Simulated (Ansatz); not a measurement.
Mulliken charges of C$_{5}$H$_{4}$, SMILES `C=C=C1C=C1` from ωB97M-V/def2-TZVPP in Ansatz (PBE0-D4/def2-TZVP geometry).

| atom | x (Å) | y (Å) | z (Å) | charge (e) |
| --- | --- | --- | --- | --- |
| C1 | 0.210 | 1.287 | -1.715 | -0.224 |
| C2 | 0.089 | 0.503 | -0.678 | -0.166 |
| C3 | -0.031 | -0.269 | 0.347 | -0.073 |
| C4 | -0.320 | -1.536 | 0.982 | -0.067 |
| C5 | 0.019 | -0.549 | 1.765 | -0.067 |
| H6 | -0.626 | 1.873 | -2.091 | 0.105 |
| H7 | 1.151 | 1.388 | -2.250 | 0.105 |
| H8 | -0.612 | -2.566 | 0.864 | 0.193 |
| H9 | 0.209 | -0.177 | 2.759 | 0.193 |

Problem. By hand: the dipole of these point charges (1 e Å = 4.8032 D).

Solution. Σ q r = (-0.062, -0.399, 0.531) e Å, of length 0.667 e Å = 3.20 D.

Problem. How does the dipole of the full density compare? (Estimate.)

Solution. Computed: (-0.045, -0.293, 0.390) e Å, 2.35 D; the point charges give 1.36 times that, at 0° from its direction.

Point charges leave out the atoms' own dipoles, such as those of lone pairs, and Mulliken's split depends on the basis, so the two needn't agree.
